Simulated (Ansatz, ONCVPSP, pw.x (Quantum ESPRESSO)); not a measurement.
**W (Z = 74): does the ONCV potential hold in the solid?**

ONCVPSP 4.0.1.1 (patched build) input, shortened (lines: element, Z, core and valence counts, functional; n l f; lmax; l rc ep ncon nbas qcut; lloc lpopt rc5 dvloc0; l nproj debl; icmod fcfact rcfact), PBEsol, scalar-relativistic:

```
  W 74.00   10    5  -116133      upf
    1    0    2.00
    2    0    2.00
    2    1    6.00
    3    0    2.00
    3    1    6.00
    3    2   10.00
    4    0    2.00
    4    1    6.00
    4    2   10.00
    4    3   14.00
    5    0    2.00
    5    1    6.00
    5    2    4.00
    6    0    1.00
    6    1    1.00
    2
    0    1.90    0.00    4    8    5.20
    1    1.70    0.00    3    7    7.60
    2    2.50    0.00    4    9    6.70
    4    5    1.25    0.00
    0    2    3.30
    1    2    0.70
    2    1    2.30
    3    2.75    1.50
```

Crystal test: fcc W in pw.x 7.5, no spin, 14³ k-points, Fermi–Dirac smearing 0.01 Ry, cutoffs 55/220 Ry. The lattice is a test structure that the element need not adopt, and mesh and smearing are coarse.

pw.x input:

```
&control
  calculation='scf', prefix='x', pseudo_dir='./', outdir='./tmp', tstress=.true., disk_io='none'
/
&system
  ibrav=0, nat=1, ntyp=1, ecutwfc=55, ecutrho=220, nbnd=15,
  occupations='smearing', smearing='fd', degauss=0.01
/
&electrons
  conv_thr=1e-09, mixing_beta=0.4, electron_maxstep=70
/
ATOMIC_SPECIES
W 1.0 W.UPF
CELL_PARAMETERS angstrom
  0.00000000 1.99979164 1.99979164
  1.99979164 0.00000000 1.99979164
  1.99979164 1.99979164 0.00000000
ATOMIC_POSITIONS crystal
W 0.0000 0.0000 0.0000
K_POINTS automatic
14 14 14 0 0 0
```

```bash
pw.x < W.scf.in > W.scf.out
```

**Question.** How does the run end?

**Answer.** It converges; the pressure is -2.96 GPa against 0.14 GPa from all-electron LAPW.  The log shows:

```
     number of electrons       =        14.00
     number of Kohn-Sham states=           15
     kinetic-energy cutoff     =      55.0000  Ry
     charge density cutoff     =     220.0000  Ry
     scf convergence threshold =      1.0E-09
     Exchange-correlation= PBESOL
     number of k points=   104  Fermi-Dirac smearing, width (Ry)=  0.0100
     iteration #  1     ecut=    55.00 Ry     beta= 0.40
     total energy              =    -146.42234673 Ry
     estimated scf accuracy    <       0.07882644 Ry
     iteration #  2     ecut=    55.00 Ry     beta= 0.40
     total energy              =    -146.42327826 Ry
     estimated scf accuracy    <       0.01025697 Ry
     iteration #  3     ecut=    55.00 Ry     beta= 0.40
     total energy              =    -146.42475284 Ry
     estimated scf accuracy    <       0.00041354 Ry
     iteration #  4     ecut=    55.00 Ry     beta= 0.40
     total energy              =    -146.42478347 Ry
     estimated scf accuracy    <       0.00000918 Ry
     iteration #  5     ecut=    55.00 Ry     beta= 0.40
     total energy              =    -146.42478607 Ry
     estimated scf accuracy    <       0.00000037 Ry
     iteration #  6     ecut=    55.00 Ry     beta= 0.40
     total energy              =    -146.42478610 Ry
     estimated scf accuracy    <          4.1E-09 Ry
     iteration #  7     ecut=    55.00 Ry     beta= 0.40
     the Fermi energy is    21.5094 ev
!    total energy              =    -146.42478610 Ry
     estimated scf accuracy    <          3.2E-10 Ry
     smearing contrib. (-TS)   =      -0.00512979 Ry
     The total energy is F=E-TS. E is the sum of the following terms:
     one-electron contribution =     -17.88269251 Ry
     hartree contribution      =      16.83649028 Ry
     xc contribution           =     -26.47704569 Ry
     ewald contribution        =    -118.89640840 Ry
     convergence has been achieved in   7 iterations
          total   stress  (Ry/bohr**3)                   (kbar)     P=      -29.62
     Message from routine punch:
     Nothing written, as per user request (disk_io='none')
```
